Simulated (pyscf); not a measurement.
Structures and frequencies: ωB97X-D3(BJ)/def2-SVP in PySCF.

### Question
Estimate by transition-state theory the rate constant of H₂N–SiH: [singlet] + H₂ → SiH₂ [singlet] + NH₃ (singlet surface; N–Si, H–H broken, H–Si, H–N formed) at 600 K, with ωB97M-D3(BJ)/def2-TZVP energies (ideal gas, 1 atm, RRHO with modes under 100 cm⁻¹ raised to 100, one conformer, R ln 2 for chiral ones without a mode under 150 cm⁻¹; no tunnelling).

### Answer
The electronic barrier is 29.3 kcal/mol and the thermal terms add +17.9, so ΔG‡ = 47.3 kcal/mol. With k_BT/h = 1.25e+13 s⁻¹ and RT = 1.192 kcal/mol, and a volume of 8.18e-20 cm³ per molecule at 1 atm, k = 6.3e-24 cm³ molecule⁻¹ s⁻¹. Wigner's tunnelling factor for 1404i cm⁻¹ would be 1.47, likely too low at so high a frequency. A shift of 1 kcal/mol in the barrier changes k by a factor 2.3. On the product side the descent ends in an adduct with a N–Si contact, 32.6 kcal/mol under the separated species and 35.2 kcal/mol under the saddle at ωB97X-D3(BJ)/def2-TZVP. What is counted as broken (N–Si) persists as a longer contact in the product adduct; parting that adduct is a step of its own. At the saddle there is also a short H–Si contact that neither side keeps. The same reactants have a lower exit, to H₂N–SiH₃ (barrier +23.9 kcal/mol at ωB97M-D3(BJ)/def2-TZVP, against +29.3 kcal/mol here). This is the saddle that the search found; another between the same sides may lie lower.
